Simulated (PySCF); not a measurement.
Predicted microwave data (PBE0-D3(BJ)/def2-SVP geometry optimisation, gas phase in PySCF 2.14.0) for one isomer of HNO3:

| Item | Value |
| --- | --- |
| Rotational constants | A = 13311, B = 12474, C = 6439 MHz |
| Dipole components | \|μa\| = 2.36 D, \|μb\| = 0.71 D, \|μc\| = 0.00 D |
| Inertial defect | 0.00 u·Å² |
| κ | 0.76 |

Question: Which candidate fits, each taken in the one conformer that was computed?
A. `[O:1]=[N:2][O:3][OH:4]` with O1–N2–O3–O4 -176°, N2–O3–O4–H -101°
B. `[O:1]=[N+:2]([O-:3])[OH:4]` with O1–N2–O4–H 0°

Answer: B. It is O=[N+]([O-])O, an asymmetric top, point group Cs. The candidates at the same level (rigid rotor, commonest isotopes):

| SMILES | A (MHz) | B (MHz) | C (MHz) | μa (D) | μb (D) | μc (D) | Δ (u·Å²) | point group | rotor |
| --- | --- | --- | --- | --- | --- | --- | --- | --- | --- |
| O=NOO | 59219 | 5131 | 4794 | 1.24 | 0.22 | 1.67 | -1.62 | – | near-prolate asymmetric top |
| O=[N+]([O-])O | 13311 | 12474 | 6439 | 2.36 | 0.71 | 0.00 | 0.00 | Cs | asymmetric top |

`O=NOO` has A 345 % too high. In the right answer the mirror of this Cs structure is the ab plane, so μc vanishes by symmetry. No structure here is proved a minimum.
